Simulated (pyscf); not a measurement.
`[CH3]` [doublet] + `[Cl][SiH2][Cl]` -> `[CH4]` + `[Cl][SiH][Cl]` [doublet] (hydrogen abstraction; doublet surface; H–Si broken, C–H formed). PySCF, gas phase, ωB97X-D3(BJ)/def2-SVP geometries. Rate constants from transition-state theory, ωB97M-D3(BJ)/def2-TZVP energies (ideal gas, 1 atm, RRHO with modes under 100 cm⁻¹ raised to 100, one conformer, R ln 2 for chiral ones without a mode under 150 cm⁻¹; no tunnelling), k in cm³ molecule⁻¹ s⁻¹.

```tsv
T (K)	1000/T	log10 k
298	3.354	-17.54
600	1.667	-14.53
900	1.111	-13.32
1200	0.833	?
```

**Question.** Fit an Arrhenius line to the three values, give the activation energy, and predict k at 1200 K.

**Answer.** Least squares gives log10 k = -11.33 − 1.86 × 1000/T, so Ea = 1.86 × ln 10 × 1.987 = 8.5 kcal/mol, against an electronic barrier of 6.7. At 1200 K the line gives -12.88; the computed value is -12.59 (ΔG‡ = 39.5 kcal/mol), a factor 1.9 over the line, since the plot is curved. One saddle was located; it need not be the lowest between these sides. The angle at the transferred H is 172°.
